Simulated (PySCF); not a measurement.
# Diatomics of Cl with the third period

CCSD(T) with double-zeta basis sets in PySCF, for the lowest determinant that a PBE0 search found; no spin–orbit coupling. De refers to high-spin ground-configuration atoms.

```csv
M,basis,"reference, frozen orbitals",state (unpaired electrons),Re (Å),ωe (cm⁻¹),De (eV)
Na,def2-SVP,"RHF, 6",singlet (closed shell),2.355,385,3.69
Mg,def2-SVP,"UHF, 6",doublet (σ ↑),2.236,475,2.97
Al,x2c-SVPall,"RHF, 10",singlet (closed shell),2.132,516,4.86
Si,def2-SVPD,"UHF, 10",doublet (π ↑),2.118,506,3.91
Cl,cc-pV(D+d)Z,"RHF, 10",singlet (closed shell),2.035,513,1.89
```

The shortest bond is that of Cl2 (2.035 Å), the longest that of NaCl (2.355 Å). AlCl is bound most strongly (4.86 eV) and Cl2 least (1.89 eV).

The rows differ in basis set, which adds steps of its own.

The state changes along the series, so neighbouring rows are not always alike in their bonding.

Correlated steps freeze the inner cores (6 to 10 orbitals); shallow outer-core shells are correlated. Correlated levels converge slowly with the basis: in double zeta they bind strong bonds too weakly, by up to about 1 eV, and carry superposition errors of some tenths. Where the molecule has an RHF reference, its open-shell atoms are computed with UHF. States were picked by a PBE0 search and need not be the measured ground states.
